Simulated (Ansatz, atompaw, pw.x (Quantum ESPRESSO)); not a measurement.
**tungsten (W): does the PAW (atompaw) potential hold in the solid?**

```json
{"Element": "W", "Generator": "atompaw 4.2.0.5", "Type": "PAW", "Functional": "PBEsol", "Relativity": "scalar-relativistic", "Frozen core": "[Kr] 4d10 4f14", "Valence charge": "14", "Reference configuration": "5s2 5p6 5d4 6s1 6p1", "Partial waves": "5s (bound): rc 1.40 bohr; 6s (bound): rc 2.30 bohr; 5p (bound): rc 1.60 bohr; 6p (bound): rc 2.30 bohr; 5d (bound): rc 2.30 bohr; 5d channel at 1.3 Ry: rc 2.30 bohr", "Local potential": "bessel scheme, radius 1.46 bohr", "Core correction": "smooth core density matched at 1.40 bohr", "Augmentation charge": "sinc compensation charge, radius 2.20 bohr; PAW radius 2.30 bohr; waves and projectors: custom polynom vanderbiltortho"}
```

Crystal test: fcc W in pw.x 7.5, no spin, 14³ k-points, Fermi–Dirac smearing 0.01 Ry, cutoffs 60/600 Ry. The reference is all-electron LAPW (Ansatz 0.2.0) with the same functional, mesh and smearing; V0 and B0 come from Birch–Murnaghan fits to the pressures at five volumes. Errors are pseudo minus all-electron; Δ is the rms difference of the E(V) curves that follow from these fits, minima aligned, over ±6 % about the mean V0. Mesh and smearing are coarse, so the numbers serve the comparison and aren't converged zero-temperature values; the lattice is a test structure that the element need not adopt.

All-electron: a0 = 4.000 Å (V0 = 16.00 Å³/atom), B0 = 298.8 GPa.

Problem. How far does the potential miss the all-electron equation of state?

Solution. mean pressure error (GPa): -2.53; a0 (Å): 3.989; a0 error (%): -0.28; B0 error (%): +0.5; Δ (meV/atom): 8.9.

| V (Å³/atom) | P all-electron (GPa) | P pseudo (GPa) |
| --- | --- | --- |
| 15.195 | 17.15 | 14.17 |
| 15.595 | 8.12 | 5.39 |
| 15.995 | 0.14 | -2.36 |
| 16.395 | -6.90 | -9.21 |
| 16.795 | -13.11 | -15.24 |

Problem. At the middle volume, how do free energy and pressure move when the wave cutoff is lowered (ecutrho held at 600 Ry)?

Solution.

```tsv
cutoff (Ry)	shift of F (meV/atom)	shift of P (GPa)
27	+158.0	-4.48
36	+67.5	-1.48
48	+8.7	-0.58
```

Input at the middle volume:

```
&control
  calculation='scf', prefix='x', pseudo_dir='./', outdir='./tmp', tstress=.true., disk_io='low'
/
&system
  ibrav=0, nat=1, ntyp=1, ecutwfc=60, ecutrho=600, nbnd=15,
  occupations='smearing', smearing='fd', degauss=0.01
/
&electrons
  conv_thr=1e-09, mixing_beta=0.4, electron_maxstep=70
/
ATOMIC_SPECIES
W 1.0 W.UPF
CELL_PARAMETERS angstrom
  0.00000000 1.99979164 1.99979164
  1.99979164 0.00000000 1.99979164
  1.99979164 1.99979164 0.00000000
ATOMIC_POSITIONS crystal
W 0.0000 0.0000 0.0000
K_POINTS automatic
14 14 14 0 0 0
```

```bash
pw.x < W.scf.in > W.scf.out
```

Lines of the output:

```
Message from routine setup:
     using ibrav=0 with symmetry is DISCOURAGED, use correct ibrav instead
     lattice parameter (alat)  =       5.3444  a.u.
     unit-cell volume          =     107.9396 (a.u.)^3
     number of electrons       =        14.00
     number of Kohn-Sham states=           15
     kinetic-energy cutoff     =      60.0000  Ry
     charge density cutoff     =     600.0000  Ry
     scf convergence threshold =      1.0E-09
     Exchange-correlation= SLA PW PSX PSC
     number of k points=   104  Fermi-Dirac smearing, width (Ry)=  0.0100
     iteration #  1     ecut=    60.00 Ry     beta= 0.40
     total energy              =    -750.78618650 Ry
     estimated scf accuracy    <       0.08254165 Ry
     iteration #  2     ecut=    60.00 Ry     beta= 0.40
     total energy              =    -750.78743135 Ry
     estimated scf accuracy    <       0.01068597 Ry
     iteration #  3     ecut=    60.00 Ry     beta= 0.40
     total energy              =    -750.78886374 Ry
     estimated scf accuracy    <       0.00030019 Ry
     iteration #  4     ecut=    60.00 Ry     beta= 0.40
     total energy              =    -750.78891621 Ry
     estimated scf accuracy    <       0.00001245 Ry
     iteration #  5     ecut=    60.00 Ry     beta= 0.40
     total energy              =    -750.78891847 Ry
     estimated scf accuracy    <       0.00000030 Ry
     iteration #  6     ecut=    60.00 Ry     beta= 0.40
     total energy              =    -750.78891851 Ry
     estimated scf accuracy    <          5.8E-09 Ry
     iteration #  7     ecut=    60.00 Ry     beta= 0.40
     the Fermi energy is    20.9671 ev
!    total energy              =    -750.78891851 Ry
     estimated scf accuracy    <          5.9E-10 Ry
     smearing contrib. (-TS)   =      -0.00512330 Ry
     The total energy is F=E-TS. E is the sum of the following terms:
     one-electron contribution =     -10.75649232 Ry
     hartree contribution      =      19.50878593 Ry
     xc contribution           =     -21.38788245 Ry
     ewald contribution        =    -118.89640834 Ry
     one-center paw contrib.   =    -619.25179803 Ry
     convergence has been achieved in   7 iterations
          total   stress  (Ry/bohr**3)                   (kbar)     P=      -23.64
```

The run at the middle volume (104 k-points, 7 iterations) took about 21 s on one core of a shared host (Intel(R) Xeon(R) Platinum 8488C, 96 threads, 744 GiB, load 64).
